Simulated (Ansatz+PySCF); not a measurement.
Values are calculated unless marked as measured or tabulated.
Input for Ansatz (development build ahead of 0.2.0):

```yaml
crystal:
  periodic: [false, false, false]
  atoms:
    - { symbol: Na, position_ang: [0.0, 0.0, 0.0] }
    - { symbol: H, position_ang: [2.95931, 0.0, 0.0] }
    - { symbol: H, position_ang: [-3.99862, 0.0, 0.0] }
basis:
  gaussian: { orbitals: STO-3G }
total_charge: -1
magnetization:
  initial_magnetization: 2
hamiltonian:
  xc: hf
correlation:
  method: fci
  frozen_orbitals: { H: 0, Na: 1 }
```

The input is written out in the form of the current development build from the run's settings.

The run gave:

| Property | Result |
| --- | --- |
| Converged | yes |
| Total energy | -160.34836 hartree |
| State | lowest triplet root, of any spatial symmetry |

Caution: no diffuse functions for an anion.
